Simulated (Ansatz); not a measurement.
## Telling isomers of C2H3S− apart by their spectra

These gas-phase data were calculated for one isomer of C2H3S− at PBE0-D3(BJ)/def2-SVPD (harmonic, unscaled wavenumbers; equilibrium rotational constants with average atomic masses):

* rotational constants: 53.17, 6.24, 5.585 GHz
* all wavenumbers above 1500 cm⁻¹: 3081, 2947, 2677, 1566

Candidates:

(1) `C=[C-]S`, a singlet
(2) `C[C-]=S`, a singlet
(3) `C=C[S-]`, a singlet

Q: Which structure fits?

A: Candidate (1). The band at 2677 cm⁻¹ lies where the S–H stretch is expected; (2), (3) have no mode between 2500 and 2800 cm⁻¹.

The same quantities for all candidates:

|  | rotational constants (GHz) | wavenumbers above 1500 cm⁻¹ | E above the lowest, PBE0-D3(BJ)/def2-SVPD (kcal/mol) |
| --- | --- | --- | --- |
| (1) | 53.17, 6.24, 5.585 | 3081, 2947, 2677, 1566 | 48.3 |
| (2) | 50.73, 6.129, 5.658 | 3058, 3030, 2890 | 42.8 |
| (3) | 63.46, 5.806, 5.319 | 3210, 3114, 3051, 1590 | 0.0 |

Each candidate is one conformer. Programs: Ansatz 0.2.0.
